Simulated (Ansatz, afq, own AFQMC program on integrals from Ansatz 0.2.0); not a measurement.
Two steps: Ansatz 0.2.0 writes the Fock matrix and Cholesky factors of the valence space, and afq projects on them the lowest state that overlaps trial and start.

```yaml
crystal:
  periodic: [false, false, false]
  atoms:
    - {symbol: Si, position_ang: [0.000000, -0.109217, 0.000000]}
    - {symbol: H, position_ang: [0.000000, 1.521624, -1.665538]}
    - {symbol: H, position_ang: [0.000000, 1.521624, 1.665538]}
basis:
  gaussian: {orbitals: cc-pVDZ}
magnetization: {spin_polarized: true, initial_magnetization: 0}
correlation: {method: ccsd_t, electrons: outside_noble_gas, hamiltonian_folder: ham}
```

```sh
$ ansatz run in.yaml --threads 1 --pin off --events-out ev --progress --plain --max-ram 16896MiB --backend cuda --devices 0, --max-vram 18GiB
```

afq runs on the folder ham with

```
--method phaseless --trial cisd --walkers 4000 --populations 20 --least-time 60 --time-step 0.005 --steps-per-block 50 --equilibration-blocks 40 --max-blocks 4000 --target-error 0.00029 --factor-cut 1e-05 --start spin_pure --seed 1007 --release-times 0.24,0.51,0.99,1.62,2.4 --release-step 0.03 --release-every 3 --taylor-order 6
```

Times are imaginary, in 1/Eh. The walk had a cap of 122 s. With eight or more populations the least sampling time is a fifth of least-time, and the error comes from their spread.

```
orbitals 23  electrons 3 3  factors 140 of 271
reference energy -289.88374031 Eh
CCSD correlation -0.11977790 Eh in 16 cycles, weight of the determinant in the CISD state 0.6439
energy of the start -289.973046 Eh
 block  time / (1/Eh)  mean weight  energy / Eh
     1     0.250  0.9999  -289.981864
     2     0.500  1.0001  -289.988366
     3     0.750  1.0000  -289.993172
     4     1.000  1.0002  -289.996447
     5     1.250  1.0002  -289.999341
     8     2.000  1.0000  -290.005232
    11     2.750  1.0000  -290.008827
    15     3.750  1.0004  -290.009849
    17     4.250  1.0002  -290.010666
    23     5.750  1.0000  -290.012067
    29     7.250  1.0003  -290.011846
    35     8.750  1.0000  -290.011299
    41    10.250  0.9998  -290.012604
    47    11.750  1.0001  -290.011813
    53    13.250  1.0001  -290.011391
    59    14.750  0.9999  -290.011336
    65    16.250  1.0000  -290.010837
    71    17.750  0.9999  -290.013815
    77    19.250  0.9999  -290.010958
    83    20.750  0.9999  -290.011799
    89    22.250  1.0000  -290.012090
error from the spread of 20 populations
released: time / (1/Eh)  energy / Eh  error  mean overlap
  0.24  -290.012090  0.000215  1.0009
  0.51  -290.012326  0.000236  1.0016
  0.99  -290.012507  0.000188  1.0024
  1.62  -290.013189  0.000117  1.0010
  2.40  -290.013533  0.000153  0.9982
energy -290.011782 +/- 0.000242 Eh
(rows thinned)
```

Task: Estimate how long the walk took on 1 × NVIDIA H100 80GB HBM3 with 2 threads of AMD EPYC 7R13 Processor (Zen 3), with other jobs on the host (the card was shared).

Result: 31 s of wall time.

The run passed its tests (sampling time, drift between the halves within three errors, error under three times the target), which doesn't prove that it has relaxed.

Against this walk (error 6.6 meV) on the same determinant: CCSD(T) 67.3 meV higher, CCSDT(Q) 58.7 meV lower, CCSDTQ 61.4 meV lower, full CI 61.5 meV lower. The error is statistical and leaves out the bias of the constraint. The determinant has ⟨S²⟩ = 1.03, so the low cluster orders mix in higher spin, while the walk starts as a pure singlet. The released energies are still falling (meV from the phaseless value at times in 1/Eh: -8 ± 6 at 0.24, -15 ± 6 at 0.51, -20 ± 5 at 0.99, -38 ± 3 at 1.62, -48 ± 4 at 2.40), so they give no level; they do show a bias of the constraint, and the last of them that isn't too noisy lies 14 meV above full CI. Full CI is exact here, so the walk's 61 meV above it is the walk's own error: the bias of the constraint with this trial. The determinant is a poor start (see the cautions), so the low cluster orders aren't to be relied on, and full CI is the sure value.

Cautions: constraint bias not in the error; strong correlation (T1 0.135, weight of the determinant 0.64, largest double 0.15); unrestricted determinant spin contaminated (⟨S²⟩ 1.03 against 0.00).

CCSDT and higher add their correlation energy to the determinant of the CCSD(T) run, since their own runs factorise the integrals more tightly (a shift of under 2 meV). A walk keeps the symmetry of its determinant, which the program's search chose and which needn't be the lowest solution, so a lower state of the same spin and another symmetry isn't excluded.
